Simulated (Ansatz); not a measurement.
`S=CS` + H₂ → `C=S` + H₂S at 400 K and 1 bar (hydrogenolysis of a C–S bond).

Calculated with Ansatz (gas phase, PBE0-D4/def2-TZVP geometries, no zero-point term in ΔE). CCSD(T)/CBS is the MP2 limit (def2-TZVPP, def2-QZVPP) plus CCSD(T) − MP2 in def2-TZVPP, frozen cores. This one scheme is used for every species. Each species was taken in one conformer, which may not be the lowest.

```
species  CCSD(T)/CBS energy (Eh)  H − E (kJ/mol)  S (J/(mol·K))
 `S=CS`               -834.77767            87.2          291.9
     H₂                 -1.17544            38.0          139.0
  `C=S`               -436.98974            79.4          242.5
    H₂S               -398.97279            53.4          215.9
```

H − E and S are ideal-gas, rigid-rotor, harmonic terms from PBE0-D4/def2-TZVP, for one conformer and one mirror image of each species. The MP2-based limit puts H₂ 0.8 mEh under its directly extrapolated value; such offsets cancel only in part. 1 Eh = 2625.50 kJ/mol, R = 8.31446 J/(mol·K).

Question: By hand: ΔE, ΔH, ΔS and ΔG.

Answer: ΔE = (-436.98974) + (-398.97279) − (-834.77767) − (-1.17544) = -0.00942 Eh = -24.7 kJ/mol. Δ(H − E) = 79.4 + 53.4 − 87.2 − 38.0 = 7.6, so ΔH = -17.1 kJ/mol. ΔS = 242.5 + 215.9 − 291.9 − 139.0 = 27.5 J/(mol·K). ΔG = -17.1 − 400 × (27.5)/1000 = -28.1 kJ/mol.

Question: By hand: the equilibrium constant, and the temperature at which ΔG would vanish if ΔH and ΔS stayed fixed.

Answer: log₁₀ K = −ΔG/(RT ln 10) = 3.7. ΔH and −TΔS have one sign here, so there is no such temperature.

TΔS isn't small against ΔH here. A doubt of 5 kJ/mol in ΔE shifts log₁₀ K by 0.7 here. Other conformers and mirror images would add mixing entropy, several J/(mol·K) or more a flexible species. These are equilibria of isolated gas molecules and say nothing of rates. Largest T1 diagnostic: 0.018 (customary marks: 0.02 for closed shells, 0.045 for open ones).
